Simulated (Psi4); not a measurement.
**Si2H4 (SMILES [SiH][SiH3]) at 4 levels**

Aim: a comparison of 4 runs (UHF/def2-SVP, U-r2SCAN/6-31G, UB3LYP/6-31G*, UTPSSh/6-31G*) of Si2H4. 

The calculation is run with Psi4 1.11.

9 further runs of the same task are left out: 4 that didn't finish, 5 set aside as unsound or not needed.

## Step 1: Starting point

The species is Si2H4 (6 atoms), meant as a triplet with charge 0. SMILES: `[SiH][SiH3]`. Geometry: relaxed at GFN2-xTB.

Bond lengths: Si1–Si2 2.254 Å, Si1–H3 1.473 Å, Si2–H4 1.467 Å, Si2–H5 1.474 Å, Si2–H6 1.474 Å. Angles: Si1–Si2–H4 105.5°, Si1–Si2–H5 115.5°, Si1–Si2–H6 115.4°, Si2–Si1–H3 128.8°, H4–Si2–H5 107.9°, H4–Si2–H6 107.9°, H5–Si2–H6 104.3°.

## Step 2: Energy and forces at UHF/def2-SVP (run 1)

The input, run.py:

```python
import psi4

psi4.set_memory('1600 MB')
psi4.set_num_threads(1)
psi4.core.set_output_file('output.dat', False)

molecule = psi4.geometry("""
0 3
Si     0.322720    -1.575880     0.287350
Si    -0.300130     0.523270    -0.245660
H      1.427930    -2.017820     1.155760
H     -1.456530     0.376070    -1.136010
H      0.714920     1.325330    -0.951090
H     -0.708920     1.369020     0.889660
symmetry c1
no_reorient
no_com
""")

psi4.set_options({
    'basis': 'def2-SVP',
    'reference': 'uhf',
    'puream': True,
    'e_convergence': 1e-09,
    'd_convergence': 1e-08,
    'scf_type': 'pk',
    'maxiter': 200,
})

result = psi4.gradient("hf")
print('gradient / Eh bohr^-1')
print(result.np.round(6))
```

Command:

```bash
$ python run.py
```

output.dat:

```text
[...]
  Running in c1 symmetry.
[...]
  Nuclear repulsion =   76.540044270488778
[...]
  Multiplicity = 3
[...]
  Nalpha       = 17
  Nbeta        = 15
[...]
    Number of basis functions: 56
[...]
   @UHF iter   1:  -579.88885314612332   -5.97460e-01   2.73222e-03 ADIIS/DIIS
[...]
   @UHF iter  13:  -579.93195221724579   -3.06954e-12   5.87943e-09 DIIS
[...]
   @S^2 Observed:                2.012704264E+00
[...]
    Orbital Energies [Eh]
    ---------------------
    Alpha Occupied:
       1A    -68.761744     2A    -68.757099     3A     -6.140868
       4A     -6.132115     5A     -4.255367     6A     -4.253102
       7A     -4.244347     8A     -4.242500     9A     -4.241738
      10A     -4.241450    11A     -0.772974    12A     -0.670099
      13A     -0.503218    14A     -0.494196    15A     -0.461131
      16A     -0.357714    17A     -0.310697
    Alpha Virtual:
      18A      0.127384    19A      0.160176    20A      0.173018
      21A      0.212620    22A      0.221688    23A      0.285252
      24A      0.379554    25A      0.430598    26A      0.455336
[...]
  @UHF Final Energy:  -579.93195221724579
   => Energetics <=
    Nuclear Repulsion Energy =             76.5400442704887780
    One-Electron Energy =                -956.1719912175394711
    Two-Electron Energy =                 299.6999947298048710
    Total Energy =                       -579.9319522172457937
  UHF NO Occupations:
  HONO-2 :   15  A 1.9943956
  HONO-1 :   16  A 1.0000000
[...]
 Multipole Moments:
 ------------------------------------------------------------------------------------
     Multipole            Electronic (a.u.)      Nuclear  (a.u.)        Total (a.u.)
 ------------------------------------------------------------------------------------
 L = 1.  Multiply by 2.5417464519 to convert [e a0] to [Debye]
 Dipole X            :         -0.5199359            0.5549370            0.0350011
 Dipole Y            :         25.7973378          -25.8588989           -0.0615611
 Dipole Z            :         -0.9962474            1.0241938            0.0279464
 Magnitude           :                                                    0.0761304
[...]
  -Total Gradient:
     Atom            X                  Y                   Z
    ------   -----------------  -----------------  -----------------
       1       -0.003424655969     0.022631070013    -0.003174745579
       2        0.004167733194    -0.024930161654     0.003749646202
       3       -0.002243957982    -0.002031959903    -0.001689120768
       4        0.005120836376     0.001889115318     0.003949189882
       5       -0.005550761563     0.001346024487     0.003429138222
       6        0.001930805944     0.001095911741    -0.006264107962
[...]
```

Standard output:

```text
gradient / Eh bohr^-1
[[-0.003425  0.022631 -0.003175]
 [ 0.004168 -0.02493   0.00375 ]
 [-0.002244 -0.002032 -0.001689]
 [ 0.005121  0.001889  0.003949]
 [-0.005551  0.001346  0.003429]
 [ 0.001931  0.001096 -0.006264]]
```

Wall time 3.9 s (1 thread of Intel Xeon Platinum 8488C (Sapphire Rapids), shared host); peak memory 0.2 GiB.

## Step 3: A single-point energy at U-r2SCAN/6-31G (run 2)

The input, job.json:

```json
{
  "schema_name": "qcschema_input",
  "schema_version": 1,
  "molecule": {
    "schema_name": "qcschema_molecule",
    "schema_version": 2,
    "symbols": ["Si", "Si", "H", "H", "H", "H"],
    "geometry": [0.60985241, -2.97798161, 0.5430128, -0.5671635, 0.98883699, -0.46423012, 2.69839663, -3.81312717, 2.18406987, -2.75244279, 0.7106693, -2.14674777, 1.351003, 2.50451072, -1.79729962, -1.33966464, 2.58707286, 1.68121374],
    "molecular_charge": 0,
    "molecular_multiplicity": 3,
    "fix_symmetry": "c1"
  },
  "driver": "energy",
  "model": {
    "method": "r2scan",
    "basis": "6-31G"
  },
  "keywords": {
    "reference": "uks",
    "puream": true,
    "e_convergence": 1e-09,
    "d_convergence": 1e-08,
    "scf_type": "pk",
    "dft_radial_points": 99,
    "dft_spherical_points": 590,
    "maxiter": 200
  }
}
```

Command:

```bash
$ psi4 --qcschema job.json -n 1 --memory 1600MB
```

stdout:

```text
[...]
  Running in c1 symmetry.
[...]
  Nuclear repulsion =   76.540044277768700
[...]
  Multiplicity = 3
[...]
  Nalpha       = 17
  Nbeta        = 15
[...]
    Number of basis functions: 34
[...]
   @UKS iter   1:  -581.11387247161713   -2.91090e-01   5.68191e-03 DIIS/ADIIS
[...]
   @UKS iter  12:  -581.15216811054097   -6.82121e-13   4.66621e-09 DIIS
[...]
   @S^2 Observed:                2.006397490E+00
[...]
    Orbital Energies [Eh]
    ---------------------
    Alpha Occupied:
       1A    -65.836306     2A    -65.826330     3A     -5.221727
       4A     -5.218000     5A     -3.565855     6A     -3.564847
       7A     -3.562165     8A     -3.559354     9A     -3.558220
      10A     -3.558066    11A     -0.555789    12A     -0.474069
      13A     -0.350335    14A     -0.339133    15A     -0.321049
      16A     -0.226938    17A     -0.188745
    Alpha Virtual:
      18A     -0.004502    19A      0.030212    20A      0.061992
      21A      0.102564    22A      0.122260    23A      0.169291
      24A      0.208614    25A      0.218973    26A      0.221767
[...]
  @UKS Final Energy:  -581.15216811054097
   => Energetics <=
    Nuclear Repulsion Energy =             76.5400442777687005
    One-Electron Energy =                -956.5348528992561796
    Two-Electron Energy =                 342.0625173522689693
    DFT Exchange-Correlation Energy =     -43.2198768413224954
    Empirical Dispersion Energy =           0.0000000000000000
    VV10 Nonlocal Energy =                  0.0000000000000000
    Total Energy =                       -581.1521681105409698
[...]
 Multipole Moments:
 ------------------------------------------------------------------------------------
     Multipole            Electronic (a.u.)      Nuclear  (a.u.)        Total (a.u.)
 ------------------------------------------------------------------------------------
 L = 1.  Multiply by 2.5417464519 to convert [e a0] to [Debye]
 Dipole X            :          0.0993352           -0.0592217            0.0401135
 Dipole Y            :         -2.6748059            2.7590956            0.0842898
 Dipole Z            :          0.1380271           -0.1092692            0.0287579
 Magnitude           :                                                    0.0976774
[...]
```

The result, in JSON:

```text
{
 "driver": "energy",
 "model": {
  "method": "r2scan",
  "basis": "6-31G"
 },
 "success": true,
 "return_result": -581.152168110541,
 "properties": {
  "calcinfo_nbasis": 34,
  "calcinfo_nmo": 34,
  "calcinfo_nalpha": 17,
  "calcinfo_nbeta": 15,
  "calcinfo_natom": 6,
  "nuclear_repulsion_energy": 76.5400442777687,
  "return_energy": -581.152168110541,
  "scf_one_electron_energy": -956.5348528992562,
  "scf_two_electron_energy": 342.06251735226897,
  "scf_xc_energy": -43.219876841322495,
  "scf_dipole_moment": [0.04011345329044613, 0.08428978712019575, 0.02875787003487834],
  "scf_total_energy": -581.152168110541,
  "scf_iterations": 12
 }
}
```

Run time: 25 s. Hardware: 1 thread of Intel Xeon Platinum 8488C (Sapphire Rapids), shared host; peak memory 0.94 GiB.

## Step 4: Energy and forces at UB3LYP/6-31G(d) (spherical functions) (run 3)

The input, h4si2.xyz:

```xyz
6
H4Si2
Si     0.322720    -1.575880     0.287350
Si    -0.300130     0.523270    -0.245660
H      1.427930    -2.017820     1.155760
H     -1.456530     0.376070    -1.136010
H      0.714920     1.325330    -0.951090
H     -0.708920     1.369020     0.889660
```

The input, h4si2_ase.py:

```python
import numpy as np
from ase.calculators.psi4 import Psi4
from ase.io import read

atoms = read('h4si2.xyz')
calc = Psi4(atoms=atoms, method='b3lyp', basis='6-31G*', memory='1600MB', num_threads=1, charge=0, multiplicity=3, label='psi4-calc', reference='uks')
calc.psi4.set_options({'puream': True, 'e_convergence': 1e-09, 'd_convergence': 1e-08, 'scf_type': 'pk', 'dft_radial_points': 99, 'dft_spherical_points': 590, 'maxiter': 200})
atoms.calc = calc

forces = atoms.get_forces()
print(f'energy: {atoms.get_potential_energy():.6f} eV')
print('forces / eV A^-1')
print(np.round(forces, 5))
```

Command:

```bash
$ python h4si2_ase.py
```

psi4-calc.dat, shortened:

```text
[...]
  Running in c1 symmetry.
[...]
  Nuclear repulsion =   76.540044270488778
[...]
  Multiplicity = 3
[...]
  Nalpha       = 17
  Nbeta        = 15
[...]
    Number of basis functions: 44
[...]
   @UKS iter   1:  -581.23784358583009   -3.61110e-01   5.03338e-03 ADIIS/DIIS
[...]
   @UKS iter  11:  -581.28694718060751   -2.16005e-12   7.22864e-09 DIIS
[...]
   @S^2 Observed:                2.003343172E+00
[...]
  @UKS Final Energy:  -581.28694718060751
   => Energetics <=
    Nuclear Repulsion Energy =             76.5400442704887780
    One-Electron Energy =                -956.8117639705490092
    Two-Electron Energy =                 333.9017045388494580
    DFT Exchange-Correlation Energy =     -34.9169320193968673
    Empirical Dispersion Energy =           0.0000000000000000
    VV10 Nonlocal Energy =                  0.0000000000000000
    Total Energy =                       -581.2869471806076263
[...]
 Multipole Moments:
 ------------------------------------------------------------------------------------
     Multipole            Electronic (a.u.)      Nuclear  (a.u.)        Total (a.u.)
 ------------------------------------------------------------------------------------
 L = 1.  Multiply by 2.5417464519 to convert [e a0] to [Debye]
 Dipole X            :          0.1134909           -0.0592217            0.0542692
 Dipole Y            :         -2.7150948            2.7590956            0.0440009
 Dipole Z            :          0.1498685           -0.1092692            0.0405993
 Magnitude           :                                                    0.0808055
[...]
  -Total Gradient:
     Atom            X                  Y                   Z
    ------   -----------------  -----------------  -----------------
       1        0.002049948927     0.016435676861     0.001217430171
       2        0.001669089798    -0.015344968321     0.001598367265
       3       -0.006192368467    -0.000277090040    -0.004796795666
       4        0.006175015781     0.001402794170     0.004769898253
       5       -0.006452679257    -0.000959686006     0.004563343866
       6        0.002750317641    -0.001256118347    -0.007352750838
[...]
```

On the terminal:

```text
energy: -15817.623511 eV
forces / eV A^-1
[[-0.10541 -0.84516 -0.0626 ]
 [-0.08583  0.78907 -0.08219]
 [ 0.31842  0.01425  0.24666]
 [-0.31753 -0.07213 -0.24528]
 [ 0.33181  0.04935 -0.23466]
 [-0.14143  0.06459  0.37809]]
```

Run time: 16 s. Hardware: 1 thread of Intel Xeon Platinum 8488C (Sapphire Rapids), shared host; peak memory 0.62 GiB.

## Step 5: Energy and gradient at UTPSSh/6-31G(d) (spherical functions) (run 4)

The input, job.py:

```python
import psi4

psi4.set_memory(1600000000)
psi4.set_num_threads(1)
psi4.core.set_output_file('psi4.out', False)

geom = psi4.geometry("""
0 3
Si     0.322720    -1.575880     0.287350
Si    -0.300130     0.523270    -0.245660
H      1.427930    -2.017820     1.155760
H     -1.456530     0.376070    -1.136010
H      0.714920     1.325330    -0.951090
H     -0.708920     1.369020     0.889660
symmetry c1
no_reorient
no_com
""")

options = {'basis': '6-31G*', 'reference': 'uks', 'puream': True, 'e_convergence': 1e-09, 'd_convergence': 1e-08, 'scf_type': 'pk', 'dft_radial_points': 99, 'dft_spherical_points': 590, 'maxiter': 200}
psi4.set_options(options)

e, wfn = psi4.gradient("TPSSH", return_wfn=True)
psi4.oeprop(wfn, "QUADRUPOLE", "WIBERG_LOWDIN_INDICES", "LOWDIN_CHARGES", title="TPSSH")
print('gradient / Eh bohr^-1')
print(e.np.round(6))
print(f'energy = {wfn.energy():.10f} Eh')
for k, v in sorted(psi4.core.scalar_variables().items()):
    print(f'{k:45s} {v:18.10f}')
```

Command:

```bash
$ python job.py
```

psi4.out, shortened:

```text
[...]
  Running in c1 symmetry.
[...]
  Nuclear repulsion =   76.540044270488778
[...]
  Multiplicity = 3
[...]
  Nalpha       = 17
  Nbeta        = 15
[...]
    Number of basis functions: 44
[...]
   @UKS iter   1:  -581.24549379794826   -3.52048e-01   4.91448e-03 DIIS/ADIIS
[...]
   @UKS iter  11:  -581.29207836361775   -3.63798e-12   9.95675e-09 DIIS
[...]
   @S^2 Observed:                2.005583948E+00
[...]
  @UKS Final Energy:  -581.29207836361775
   => Energetics <=
    Nuclear Repulsion Energy =             76.5400442704887780
    One-Electron Energy =                -956.8463234255693806
    Two-Electron Energy =                 338.1549452824593800
    DFT Exchange-Correlation Energy =     -39.1407444909965889
    Empirical Dispersion Energy =           0.0000000000000000
    VV10 Nonlocal Energy =                  0.0000000000000000
    Total Energy =                       -581.2920783636177475
[...]
  -Total Gradient:
     Atom            X                  Y                   Z
    ------   -----------------  -----------------  -----------------
       1        0.001482697587     0.015070642993     0.000808863451
       2        0.001505076605    -0.015248931622     0.001467833480
       3       -0.005159342908    -0.000550826497    -0.003988261151
       4        0.005163200723     0.001294105382     0.003990222835
       5       -0.005403675675    -0.000155533619     0.003923374918
       6        0.002413556122    -0.000409259885    -0.006200852866
[...]
 Multipole Moments:
 ------------------------------------------------------------------------------------
     Multipole            Electronic (a.u.)      Nuclear  (a.u.)        Total (a.u.)
 ------------------------------------------------------------------------------------
 L = 1.  Multiply by 2.5417464519 to convert [e a0] to [Debye]
 Dipole X            :         -0.5049957            0.5549370            0.0499413
 Dipole Y            :         25.8827715          -25.8588989            0.0238726
 Dipole Z            :         -0.9864888            1.0241938            0.0377050
 Magnitude           :                                                    0.0669753
 L = 2.  Multiply by 1.3450342976 to convert [e a0^2] to [Debye ang]
 Quadrupole XX       :        -50.2813435           28.1875178          -22.0938257
 Quadrupole XY       :         45.5445012          -45.6050760           -0.0605747
[...]
```

The script printed:

```text
gradient / Eh bohr^-1
[[ 0.001483  0.015071  0.000809]
 [ 0.001505 -0.015249  0.001468]
 [-0.005159 -0.000551 -0.003988]
 [ 0.005163  0.001294  0.00399 ]
 [-0.005404 -0.000156  0.003923]
 [ 0.002414 -0.000409 -0.006201]]
energy = -581.2920783636 Eh
CURRENT ENERGY                                   -581.2920783636
CURRENT REFERENCE ENERGY                         -581.2920783636
DD SOLVATION ENERGY                                 0.0000000000
DFT FUNCTIONAL TOTAL ENERGY                      -581.2920783636
DFT TOTAL ENERGY                                 -581.2920783636
DFT VV10 ENERGY                                     0.0000000000
DFT XC ENERGY                                     -39.1407444910
GRID ELECTRONS ALPHA                               16.9999999823
GRID ELECTRONS BETA                                14.9999999622
GRID ELECTRONS TOTAL                               31.9999999445
NUCLEAR REPULSION ENERGY                           76.5400442705
ONE-ELECTRON ENERGY                              -956.8463234256
PCM POLARIZATION ENERGY                             0.0000000000
PE ENERGY                                           0.0000000000
SCF ITERATION ENERGY                             -581.2920783636
SCF ITERATIONS                                     11.0000000000
SCF TOTAL ENERGY                                 -581.2920783636
TWO-ELECTRON ENERGY                               338.1549452825
XC GRID RADIAL POINTS                              99.0000000000
XC GRID SPHERICAL POINTS                          590.0000000000
XC GRID TOTAL POINTS                           333464.0000000000
```

Wall time 38 s (1 thread of Intel Xeon Platinum 8488C (Sapphire Rapids), shared host); peak memory 1.2 GiB.

## Step 6: The series

| run | level | task | integration grid | energy (Eh) | dipole moment (D) | HOMO energy (eV) | LUMO energy (eV) | wall time |
| --- | --- | --- | --- | --- | --- | --- | --- | --- |
| 1 | UHF/def2-SVP | gradient | – | -579.931952 | 0.19 | -8.45 | 0.87 | 3.9 s |
| 2 | U-r2SCAN/6-31G | energy | 99 radial × 590 angular | -581.152168 | 0.25 | -5.14 | -3.37 | 25 s |
| 3 | UB3LYP/6-31G* (spherical functions) | gradient | 99 radial × 590 angular | -581.286947 | 0.21 | -5.45 | -3.37 | 16 s |
| 4 | UTPSSh/6-31G* (spherical functions) | gradient | 99 radial × 590 angular | -581.292078 | 0.17 | -5.35 | -3.54 | 38 s |

## Step 7: Results

| quantity | value |
| --- | --- |
| run 4: total energy | -581.29208 Eh |
| run 4: dipole moment | 0.17 D |
| run 4: HOMO energy (highest over α and β) | -5.35 eV |
| run 4: LUMO energy (lowest over α and β) | -3.54 eV |
| run 4: ⟨S²⟩ | 2.006 |
| run 4: largest force on an atom | 0.792 eV/Å |

The dipole moment (its size) runs from 0.17 D (UTPSSh/6-31G*) to 0.25 D (U-r2SCAN/6-31G). The two ends differ in method and basis. Totals of different functionals can't be ranked against each other. All runs together took 82 s, the longest 38 s.
